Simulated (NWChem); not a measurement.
System: CHO cation

Input file for NWChem:

```
start job
memory heap 200 mb stack 900 mb global 1100 mb
charge 1
geometry units angstroms noautoz
  C      0.000000     0.000000    -0.508590
  O      0.000000     0.000000     0.595818
  H      0.000000     0.000000    -1.619825
end
basis spherical
  * library aug-pcseg-1
end
dft
  xc b3lyp
  iterations 150
  mulliken
end
task dft energy
```

Parts of the log:

```
             Northwest Computational Chemistry Package (NWChem) 7.3.0
             --------------------------------------------------------

 ORDER OF PRIMARY AXIS IS BEING SET TO 4
 C4V symmetry detected

                             Geometry "geometry" -> ""
                             -------------------------

 Output coordinates in angstroms (scale by  1.889725989 to convert to a.u.)

  No.       Tag          Charge          X              Y              Z
 ---- ---------------- ---------- -------------- -------------- --------------
    1 C                    6.0000     0.00000000     0.00000000    -0.51493527
    2 O                    8.0000     0.00000000     0.00000000     0.58947273
    3 H                    1.0000     0.00000000     0.00000000    -1.62617027

 Effective nuclear repulsion energy (a.u.)      27.7671403294

      Symmetry information
      --------------------

 Group name             C4v
 Group number             18
 Group order               8
 No. of unique centers     3

                                 NWChem DFT Module
                                 -----------------

 Summary of "ao basis" -> "ao basis" (spherical)
 ------------------------------------------------------------------------------
       Tag                 Description            Shells   Functions and Types
 ---------------- ------------------------------  ------  ---------------------
 C                        aug-pcseg-1                9       23   4s3p2d
 O                        aug-pcseg-1                9       23   4s3p2d
 H                        aug-pcseg-1                5        9   3s2p

      Symmetry analysis of basis
      --------------------------

        a1         23
        a2          0
        b1          4
        b2          4
        e          24

            General Information
            -------------------
          SCF calculation type: DFT
          Wavefunction type:  closed shell.
          No. of atoms     :     3
          No. of electrons :    14
           Alpha electrons :     7
            Beta electrons :     7
          Charge           :     1
          Spin multiplicity:     1
          Use of symmetry is: on ; symmetry adaption is: on
          Maximum number of iterations: 150
          AO basis - number of functions:    55
                     number of shells:    23
          Convergence on energy requested:  1.00D-06
          Convergence on density requested:  1.00D-05
          Convergence on gradient requested:  5.00D-04

              XC Information
              --------------
                         B3LYP Method XC Potential
                     Hartree-Fock (Exact) Exchange  0.200
                        Slater Exchange Functional  0.800 local
                    Becke 1988 Exchange Functional  0.720 non-local
              Lee-Yang-Parr Correlation Functional  0.810
                  VWN I RPA Correlation Functional  0.190 local

             Grid Information
             ----------------
          Grid used for XC integration:  medium
          Radial quadrature: Mura-Knowles
          Angular quadrature: Lebedev.
          Tag              B.-S. Rad. Rad. Pts. Rad. Cut. Ang. Pts.
          ---              ---------- --------- --------- ---------
          C                   0.70       49          11.0       434
          O                   0.60       49          12.0       434
          H                   0.35       45          11.0       434
          Grid pruning is: on
          Number of quadrature shells:   143
          Spatial weights used:  Erf1

      Superposition of Atomic Density Guess
      -------------------------------------

 Sum of atomic energies:        -112.88587792

 Renormalizing density from      15.00 to     14

      Non-variational initial energy
      ------------------------------

 Total energy =    -108.308198
 1-e energy   =    -194.241537
 2-e energy   =      58.166198
 HOMO         =      -1.129694
 LUMO         =      -0.474600

      Symmetry analysis of molecular orbitals - initial
      -------------------------------------------------

 !! scf_movecs_sym_adapt:    8 vectors were symmetry contaminated

  Symmetry fudging

 !! scf_movecs_sym_adapt:    8 vectors were symmetry contaminated

  Numbering of irreducible representations:

     1 a1          2 a2          3 b1          4 b2          5 e

  Orbital symmetries:

     1 a1          2 a1          3 a1          4 a1          5 e
     6 e           7 a1          8 e           9 e          10 a1
    11 a1         12 e          13 e          14 a1         15 a1
    16 e          17 e

     ---------------------------------------------
      Total Density - Mulliken Population Analysis
     ---------------------------------------------

    Atom       Charge   Shell Charges
 -----------   ------   -------------------------------------------------------
    1 C    6     4.64   2.00  0.91  0.50  0.03  1.27 -0.06  0.00  0.07 -0.09
    2 O    8     8.88   2.00  1.07  0.80  0.00  3.55  1.33  0.05  0.03  0.04
    3 H    1     0.48   0.48  0.04 -0.01  0.02 -0.04

   convergence    iter        energy       DeltaE   RMS-Dens  Diis-err
 ---------------- ----- ----------------- --------- --------- ---------
 d= 0,ls=0.0,diis     1   -113.2336566772 -1.41D+02  4.45D-02  3.01D+00
 d= 0,ls=0.0,diis     2   -111.6522284469  1.58D+00  3.59D-02  1.66D+01
 d= 0,ls=0.0,diis     3   -113.5245462004 -1.87D+00  3.14D-03  5.71D-02
 d= 0,ls=0.0,diis     4   -113.5311332329 -6.59D-03  7.51D-04  4.14D-03
 d= 0,ls=0.0,diis     5   -113.5316443181 -5.11D-04  3.64D-05  2.10D-05
  Resetting Diis
 d= 0,ls=0.0,diis     6   -113.5316459521 -1.63D-06  8.94D-06  2.67D-06
 d= 0,ls=0.0,diis     7   -113.5316461737 -2.22D-07  1.08D-05  1.79D-07
 d= 0,ls=0.0,diis     8   -113.5316460813  9.24D-08  7.37D-06  1.18D-06

         Total DFT energy =     -113.531646081315
      One electron energy =     -203.764064282987
           Coulomb energy =       76.419754677044
    Exchange-Corr. energy =      -13.954476804805
 Nuclear repulsion energy =       27.767140329434

 Numeric. integr. density =       13.999999948209

                  Occupations of the irreducible representations
                  ----------------------------------------------

                     irrep           alpha         beta
                     --------     --------     --------
                     a1                5.0          5.0
                     a2                0.0          0.0
                     b1                0.0          0.0
                     b2                0.0          0.0
                     e                 2.0          2.0

                       DFT Final Molecular Orbital Analysis
                       ------------------------------------

 Vector    5  Occ=2.000000D+00  E=-8.765843D-01  Symmetry=a1
              MO Center= -1.1D-16,  1.4D-16,  4.7D-01, r^2= 9.8D-01
   Bfn.  Coefficient  Atom+Function         Bfn.  Coefficient  Atom+Function
  ----- ------------  ---------------      ----- ------------  ---------------
    30      0.546353  2 O  pz                26      0.388824  2 O  s
     7     -0.364554  1 C  pz                25      0.232486  2 O  s
    33      0.197471  2 O  pz                47      0.180703  3 H  s
    24     -0.105428  2 O  s                  2     -0.088630  1 C  s
    27      0.061397  2 O  s                 10     -0.055750  1 C  pz

 Vector    6  Occ=2.000000D+00  E=-8.283037D-01  Symmetry=e
              MO Center= -1.5D-15, -1.6D-15,  2.3D-01, r^2= 7.7D-01
   Bfn.  Coefficient  Atom+Function         Bfn.  Coefficient  Atom+Function
  ----- ------------  ---------------      ----- ------------  ---------------
    29      0.408523  2 O  py                28      0.390536  2 O  px
     6      0.280463  1 C  py                 5      0.268114  1 C  px
    32      0.247645  2 O  py                31      0.236741  2 O  px
    20     -0.044788  1 C  d -1              22      0.042816  1 C  d  1
    35      0.037564  2 O  py                34      0.035910  2 O  px

 Vector    7  Occ=2.000000D+00  E=-8.283037D-01  Symmetry=e
              MO Center= -3.5D-16,  5.6D-17,  2.3D-01, r^2= 7.7D-01
   Bfn.  Coefficient  Atom+Function         Bfn.  Coefficient  Atom+Function
  ----- ------------  ---------------      ----- ------------  ---------------
    28      0.408523  2 O  px                29     -0.390536  2 O  py
     5      0.280463  1 C  px                 6     -0.268114  1 C  py
    31      0.247645  2 O  px                32     -0.236741  2 O  py
    22      0.044788  1 C  d  1              20      0.042816  1 C  d -1
    34      0.037564  2 O  px                35     -0.035910  2 O  py

 Vector    8  Occ=0.000000D+00  E=-3.831380D-01  Symmetry=e
              MO Center= -1.4D-16, -1.4D-16, -3.1D-01, r^2= 1.4D+00
   Bfn.  Coefficient  Atom+Function         Bfn.  Coefficient  Atom+Function
  ----- ------------  ---------------      ----- ------------  ---------------
     6      0.596298  1 C  py                 9      0.572498  1 C  py
    29     -0.447281  2 O  py                32     -0.372386  2 O  py
    20     -0.101554  1 C  d -1               5     -0.092659  1 C  px
     8     -0.088961  1 C  px                35     -0.082922  2 O  py
    28      0.069503  2 O  px                54     -0.066797  3 H  py

 Vector    9  Occ=0.000000D+00  E=-3.831380D-01  Symmetry=e
              MO Center= -1.7D-15, -4.6D-16, -3.1D-01, r^2= 1.4D+00
   Bfn.  Coefficient  Atom+Function         Bfn.  Coefficient  Atom+Function
  ----- ------------  ---------------      ----- ------------  ---------------
     5      0.596298  1 C  px                 8      0.572498  1 C  px
    28     -0.447281  2 O  px                31     -0.372386  2 O  px
    22      0.101554  1 C  d  1               6      0.092659  1 C  py
     9      0.088961  1 C  py                34     -0.082922  2 O  px
    29     -0.069503  2 O  py                53     -0.066797  3 H  px

[...]
```

Level: B3LYP/aug-pcseg-1. The geometry was optimised at PBE0/def2-SVP. B3LYP is NWChem's, with the RPA form of VWN correlation.
